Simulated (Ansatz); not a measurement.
# C2H3N: the cost of one run

Method: the levels named in each step, in Ansatz 0.2.0.

## Step 1: The starting structure

Bond lengths: C1–C2 1.437 Å, C2–N3 1.143 Å, C1–H4 1.089 Å, C1–H5 1.089 Å, C1–H6 1.089 Å. Angles: C1–C2–N3 180.0°, C2–C1–H4 109.5°, C2–C1–H5 109.5°, C2–C1–H6 109.5°, H4–C1–H5 109.4°, H4–C1–H6 109.4°, H5–C1–H6 109.4°.

Coordinates:

```xyz
6

C    -1.2732    0.0127   -0.0235
C     0.1631   -0.0019    0.0031
N     1.3054   -0.0127    0.0241
H    -1.6320   -0.7519   -0.7115
H    -1.6576   -0.1897    0.9754
H    -1.6214    0.9902   -0.3546
```

## Step 2: A rough first relaxation, PBE-D4/def2-SVP

This run stands in another session on the same molecule. It ended at:

```xyz
6

C    -1.2729    0.0126   -0.0235
C     0.1845   -0.0020    0.0035
N     1.3551   -0.0132    0.0250
H    -1.6559   -0.7602   -0.7195
H    -1.6817   -0.1917    0.9861
H    -1.6449    1.0012   -0.3586
```

## Step 3: Relaxation, HF/STO-3G

File input.yaml:

```yaml
crystal:
  periodic: [false, false, false]
  atoms:
    - { symbol: C, position_ang: [-1.27288674, 0.01256315, -0.02349479] }
    - { symbol: C, position_ang: [0.18451879, -0.00197837, 0.00345373] }
    - { symbol: "N", position_ang: [1.35507407, -0.01323169, 0.02497738] }
    - { symbol: H, position_ang: [-1.65588002, -0.76016776, -0.71947844] }
    - { symbol: H, position_ang: [-1.68174305, -0.19173186, 0.98610406] }
    - { symbol: H, position_ang: [-1.64489306, 1.00123652, -0.35864193] }
basis:
  gaussian: { orbitals: STO-3G }
hamiltonian:
  xc: hf
relax:
  f_tol: 0.002
  max_steps: 150
```

Launch:

```
> ansatz run input.yaml --threads 2 --pin off --max-ram 5120MiB --backend cpu --events-out ev --progress --plain --runs-dir out
```

**Question.** How long does this run take on 2 threads of Intel Xeon at 2.50GHz (Skylake/Cascade Lake), shared host, and how much memory does it need?

About 4 s, with a peak of 0.095 GiB.
